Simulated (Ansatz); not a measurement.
Two structures of C2H6Cl, doublet, reached by relaxing down either side of one saddle point (PBE0-D4/def2-TZVP). Energies are electronic, without zero-point energy. Ansatz 0.2.0; basis: def2-TZVPP and def2-QZVPP; cores frozen in the correlated methods; orbitals are unrestricted. Extrapolation: Hartree–Fock as exp(−7.88 √X), correlation as X^−2.97. First:

```json
{"atom": "Cl1", "x (Å)": "-0.1444", "y (Å)": "0.1026", "z (Å)": "0.6026"}
{"atom": "C2", "x (Å)": "-0.5691", "y (Å)": "0.3986", "z (Å)": "2.2990"}
{"atom": "C3", "x (Å)": "0.6699", "y (Å)": "-0.4694", "z (Å)": "-2.7087"}
{"atom": "H4", "x (Å)": "-0.4086", "y (Å)": "1.4514", "z (Å)": "2.5197"}
{"atom": "H5", "x (Å)": "-1.6147", "y (Å)": "0.1383", "z (Å)": "2.4469"}
{"atom": "H6", "x (Å)": "0.0655", "y (Å)": "-0.2193", "z (Å)": "2.9300"}
{"atom": "H7", "x (Å)": "1.7210", "y (Å)": "-0.4522", "z (Å)": "-2.4609"}
{"atom": "H8", "x (Å)": "0.1603", "y (Å)": "0.4481", "z (Å)": "-2.9637"}
{"atom": "H9", "x (Å)": "0.1201", "y (Å)": "-1.3980", "z (Å)": "-2.6651"}
```

Second:

```json
{"atom": "Cl1", "x (Å)": "0.1517", "y (Å)": "-0.1057", "z (Å)": "-0.5999"}
{"atom": "C2", "x (Å)": "-0.6696", "y (Å)": "0.4694", "z (Å)": "2.7085"}
{"atom": "C3", "x (Å)": "0.5680", "y (Å)": "-0.3983", "z (Å)": "-2.2992"}
{"atom": "H4", "x (Å)": "-0.4114", "y (Å)": "1.5097", "z (Å)": "2.5764"}
{"atom": "H5", "x (Å)": "-1.6714", "y (Å)": "0.1300", "z (Å)": "2.4902"}
{"atom": "H6", "x (Å)": "0.0834", "y (Å)": "-0.2379", "z (Å)": "3.0232"}
{"atom": "H7", "x (Å)": "1.6509", "y (Å)": "-0.4397", "z (Å)": "-2.3906"}
{"atom": "H8", "x (Å)": "0.1706", "y (Å)": "0.4162", "z (Å)": "-2.9006"}
{"atom": "H9", "x (Å)": "0.1278", "y (Å)": "-1.3437", "z (Å)": "-2.6081"}
```

Problem. Which bonds change from the first to the second?

Solution. CH₃Cl ([CH3][Cl]) + CH₃ → CH₃Cl ([CH3][Cl]) + CH₃; bonds formed: Cl1–C3; bonds broken: Cl1–C2.

Problem. Give the saddle point's structure and its height above each. (An estimate is asked for; the value comes from the calculation.)

Solution. By the calculation: 19.39 kcal/mol above the first and 19.39 kcal/mol above the second (CCSD(T) at an estimated basis limit (MP2 extrapolated from triple and quadruple zeta, plus CCSD(T) − MP2 in triple zeta)).
```
9
angstrom
Cl 0.0093 -0.0029 0.0028
C -0.4885 0.3424 1.9754
C 0.4884 -0.3423 -1.9754
H -0.2996 1.4020 2.1001
H -1.5330 0.0584 2.0228
H 0.1844 -0.3069 2.5230
H 1.5718 -0.3662 -1.9724
H 0.0539 0.5081 -2.4873
H 0.0133 -1.2925 -2.1889
```

T1 diagnostic: at most 0.020. ⟨S²⟩ of the unrestricted Hartree–Fock references: 0.76 to 0.88 (a pure state has 0.75). The unrestricted reference is spin-contaminated, which hurts MP2 most. The start structure is not quite a true minimum (one mode of 32i cm⁻¹). The end structure is not quite a true minimum (one mode of 39i cm⁻¹).

Labels in which every atom is bracketed show which atoms are joined, not bond orders.

For scale, one of the runs: CCSD(T)/def2-TZVPP, 188 basis functions, launched by `ansatz run in.yaml --threads 4 --pin off --events-out ev --progress --plain --max-ram 9574MiB`. Time: 80 s of wall clock on 4 CPU threads of an Arm Neoverse V2; the host was shared. Peak host memory: 5 GiB.
